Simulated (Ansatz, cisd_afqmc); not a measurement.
Species: CH$_{2}$O$_{2}$, charge 0, singlet. CH2O2 (SMILES O=CO).
B3LYP-D3(BJ)/def2-TZVP minimum from Ansatz (a first-principles code):
```xyz
5

O     -1.0316    -0.4355    -0.0191
C      0.0042     0.4206     0.0039
O      1.1586     0.1057     0.0179
H     -0.6697    -1.3375    -0.0221
H     -0.3712     1.4518     0.0079
```
Charge 0, spin multiplicity 1.

Total energies in cc-pVDZ, 18 correlated electrons, 3 frozen orbitals. Radicals and triplets start from unrestricted determinants; spin-orbit coupling is neglected. Correlated methods leave the cores frozen. No relativity. AFQMC/CISD: phaseless, guided by CISD from CCSD amplitudes; bars are statistical, one sigma. Outlying blocks are dropped, and bars are widened where a walk drifts. Over all cases where full CI ran beside it in this data, AFQMC minus full CI had a median of +0.1 mEh and passed +0.4 mEh in a tenth of the cases.

```tsv
method	program	energy (Eh)	minus CCSDT(Q) (mEh)
HF	Ansatz	-188.78185	528.61
MP2	Ansatz	-189.28072	29.74
CCSD	Ansatz	-189.29329	17.18
CCSD(T)	Ansatz	-189.30834	2.13
CCSDT(Q)	Ansatz	-189.31046	0.00
AFQMC/CISD	cisd_afqmc	-189.3102 ± 0.0004	0.2 ± 0.4
```

Rough core times of Ansatz's runs on a shared machine: CCSD(T) under 20 s, CCSDT(Q) 90 s.
